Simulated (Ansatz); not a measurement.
**CHCl3 (singlet): wave-function methods side by side, 6-31G**

Aim: climb from Hartree-Fock through coupled cluster and multireference methods for CHCl3 (singlet) at one geometry and basis, and see what each rung misses.

Method: 6-31G, core rule «outside noble gas», up to 16 orbitals frozen; program: Ansatz 0.2.0, Gaussian basis.

Plan: UHF; CCSD(T) on RHF; BCCD(T) on RHF; CISD; CCSDT(Q) on RHF; CASSCF and MRCISD+Q, 8 electrons in 8 orbitals; CASSCF and NEVPT4(SD), 8 electrons in 8 orbitals; CASSCF and NEVPT2, 8 electrons in 8 orbitals.

18 further runs of the same task are left out: 1 that didn't finish, 17 set aside as unsound or not needed.

**1. What is computed**

The geometry is an MP2(full)/6-31G* stationary point (not a proven minimum).

5 atoms, charge 0, spin multiplicity 1.

Atoms are counted from 1 here; the program's logs count them from 0.

Bond lengths: C1–H2 1.086 Å, C1–Cl3 1.765 Å, C1–Cl4 1.765 Å, C1–Cl5 1.765 Å. Angles: H2–C1–Cl3 107.6°, H2–C1–Cl4 107.6°, H2–C1–Cl5 107.6°, Cl3–C1–Cl4 111.2°, Cl3–C1–Cl5 111.2°, Cl4–C1–Cl5 111.2°.

**2. UHF**

The input, in.yaml:

```yaml
crystal:
  periodic: [false, false, false]
  atoms:
    - {symbol: C, position_ang: [0.000000, 0.000000, 0.467457]}
    - {symbol: H, position_ang: [0.000000, 0.000000, 1.553364]}
    - {symbol: Cl, position_ang: [0.000000, 1.681723, -0.067509]}
    - {symbol: Cl, position_ang: [1.456415, -0.840862, -0.067509]}
    - {symbol: Cl, position_ang: [-1.456415, -0.840862, -0.067509]}
basis:
  gaussian: {orbitals: 6-31G}
magnetization: {spin_polarized: true, initial_magnetization: 0}
hamiltonian: {xc: hf}
output: {orbitals: {seedname: orbitals}}
```

Command:

```
> ansatz run in.yaml --threads 1 --pin off --events-out ev --progress --plain --max-ram 2560MiB --backend cpu
```

The runs that follow: CCSD(T) on RHF; BCCD(T) on RHF; CISD; CCSDT(Q) on RHF; CASSCF and MRCISD+Q, 8 electrons in 8 orbitals; CASSCF and NEVPT4(SD), 8 electrons in 8 orbitals; CASSCF and NEVPT2, 8 electrons in 8 orbitals.

Before running them: what should the planned runs give, taken together? Wanted: RCCSDT(Q) below the RHF energy; RMP2 from RCCSDT(Q); RCCSD from RCCSDT(Q); RCCSD(T) from RCCSDT(Q); NEVPT2 frontier from RCCSDT(Q); NEVPT4(SD) frontier from RCCSDT(Q); MRCISD+Q frontier from RCCSDT(Q); T1 diagnostic.

As calculated:

| quantity | value |
| --- | --- |
| RCCSDT(Q) below the RHF energy | -6.9005 eV |
| RMP2 from RCCSDT(Q) | +82.7 kJ/mol |
| RCCSD from RCCSDT(Q) | +18.6 kJ/mol |
| RCCSD(T) from RCCSDT(Q) | +2.2 kJ/mol |
| NEVPT2 frontier from RCCSDT(Q) | +62.0 kJ/mol |
| NEVPT4(SD) frontier from RCCSDT(Q) | +12.5 kJ/mol |
| MRCISD+Q frontier from RCCSDT(Q) | +6.7 kJ/mol |
| levels within 1 kcal/mol (43 meV) | RCCSD(T), BCCD(T), RCCSDT |
| T1 diagnostic | 0.009 |

**Reading.** RCCSD(T) lands +2.2 kJ/mol from the yardstick (0.3 % of the correlation energy). Of the multireference levels listed MRCISD+Q frontier comes nearest in total energy (+6.7 kJ/mol), which doesn't show that its space is the better one. These misses are within one basis, not against nature.
